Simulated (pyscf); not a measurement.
Substitution at C: methane (CH₄) + O atom (O) [triplet] → methoxy (H₃C–O•) + H atom (H•)

Gas phase, triplet surface, charge 0. Bonds broken: C1–H2. Bonds formed: C1–O6. Optimised with ωB97X-D3(BJ)/def2-SVP in PySCF. MP2 and CC: frozen core, UHF for open shells. ΔMP2 is the change of the MP2 total energy from the triple- to the quadruple-zeta basis.

Transition state (Å):

```xyz
6

C      0.0569     0.3498    -0.0882
H      0.5135     1.0729    -1.2186
H      0.8363     0.9118     0.4491
H     -0.9105     0.8243    -0.2909
H      0.3581    -0.5364    -0.6683
O     -0.3569    -0.5418     1.2357
```

One imaginary mode, 1547i cm⁻¹; descent along it reached the two sides named.

| bond | change | reactant side (Å) | saddle | product side |
|---|---|---|---|---|
| C1–H2 | breaks | 1.099 | 1.417 | 3.8 |
| C1–O6 | forms | 3.1 | 1.649 | 1.360 |

Electronic energies relative to the separated reactants (kcal/mol):

| level | barrier | reaction energy | reverse barrier |
|---|---|---|---|
| ωB97X-D3(BJ)/def2-TZVP | 48.9 | +16.8 | 32.1 |
| PBE/def2-TZVP | 33.1 | +7.2 | 25.9 |
| r²SCAN/def2-TZVP | 38.0 | +13.5 | 24.5 |
| B3LYP-D3(BJ)/def2-TZVP | 43.8 | +17.1 | 26.7 |
| PBE0-D3(BJ)/def2-TZVP | 43.2 | +14.6 | 28.7 |
| M06-2X/def2-TZVP | 48.0 | +16.9 | 31.0 |
| ωB97M-D3(BJ)/def2-TZVP | 49.1 | +18.3 | 30.9 |
| HF/def2-TZVP | 79.4 | +37.2 | 42.3 |
| MP2/def2-QZVPP | 54.5 | +18.5 | 36.0 |
| CCSD/def2-TZVPP | 56.7 | +25.3 | 31.4 |
| CCSD(T)/def2-TZVPP | 53.1 | +23.1 | 30.0 |
| CCSD(T)/def2-TZVPP + ΔMP2(QZVPP) | 51.5 | +21.7 | 29.8 |

With CCSD(T)/def2-TZVPP + ΔMP2(QZVPP) energies and thermal terms (ideal gas, 1 atm, RRHO with modes under 100 cm⁻¹ raised to 100, one conformer, R ln 2 for rigid chiral ones), in kcal/mol:

```csv
T (K),ΔH‡,ΔG‡,ΔH,ΔG
298,46.8,52.9,+16.8,+15.9
600,47.0,59.1,+17.3,+14.8
900,47.3,65.2,+18.0,+13.4
1200,47.5,71.1,+18.6,+11.7
```

The same reactants have a lower exit, to CH₃• + OH• (barrier +12.5 kcal/mol at ωB97M-D3(BJ), against +49.1 kcal/mol here). H₃C–O• + H• also meet on a surface of lower spin, which isn't treated here. H₃C–O• lies 7.0 kcal/mol over its isomer •H₂C–OH, and others may lie lower still (electronic energy, ωB97M-D3(BJ)). This is the saddle that the search found; another between the same sides may lie lower. The angle at the attacked C is 176°. The CCSD(T) − MP2 part came from Ansatz, without density fitting, on the same reference. A UHF reference is spin-contaminated (<S²> up to 2.12), which harms MP2 most. Left out: orbital degeneracy and the spin-orbit lowering of O. The orbital near-degeneracy of the XH₃O or XH₃S radical is left out.
